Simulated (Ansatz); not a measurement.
# Ti5Al11 (P4mm)

Method: DFT PBEsol, scalar-relativistic, plane waves, PAW in Ansatz 0.2.0.

Cutoff 420 eV; k points 10×10×4 on the computed 16-atom cell (Γ-centred); Gaussian smearing, width 0.10 eV; no spin polarisation.

The structure is relaxed at this level of theory with its symmetry kept. Whether it is the stable form of this composition wasn't checked.

```cif
data_structure
_symmetry_space_group_name_H-M 'P4mm'
_symmetry_Int_Tables_number 99
_cell_length_a 3.8955
_cell_length_b 3.8955
_cell_length_c 16.3816
_cell_angle_alpha 90.000
_cell_angle_beta 90.000
_cell_angle_gamma 90.000
_cell_volume 248.59
loop_
_atom_site_label
_atom_site_type_symbol
_atom_site_symmetry_multiplicity
_atom_site_Wyckoff_symbol
_atom_site_fract_x
_atom_site_fract_y
_atom_site_fract_z
_atom_site_occupancy
Ti1 Ti 1 b 0.50000 0.50000 0.37621 1
Ti2 Ti 1 a 0.00000 0.00000 0.87984 1
Ti3 Ti 1 a 0.00000 0.00000 0.11979 1
Ti4 Ti 1 b 0.50000 0.50000 0.61649 1
Ti5 Ti 1 b 0.50000 0.50000 0.13364 1
Al1 Al 2 c 0.50000 0.00000 0.00278 1
Al2 Al 2 c 0.00000 0.50000 0.49814 1
Al3 Al 2 c 0.00000 0.50000 0.24965 1
Al4 Al 2 c 0.50000 0.00000 0.74932 1
Al5 Al 1 a 0.00000 0.00000 0.62421 1
Al6 Al 1 a 0.00000 0.00000 0.37388 1
Al7 Al 1 b 0.50000 0.50000 0.87618 1
```

| Property | Result |
| --- | --- |
| Space group | P4mm (No. 99) |
| Volume per atom | 104.8 bohr³ |
| Formation energy from the elements' standard states (uncorrected) | -0.415 eV/atom |
| Kohn–Sham band gap | none (metal) |
| Density of states at the Fermi level | 7.39 states/eV per cell |
| Löwdin character within 0.5 eV of the Fermi level | Ti 3d 70 %, Al 3p 20 % |
| Bulk modulus | 113 GPa |
| Its pressure derivative | 4.0 |

Cost: 9 runs of about 60 core-minutes in all, on Oxide Virtual Turin-like Processor (Zen 5) (shared hosts).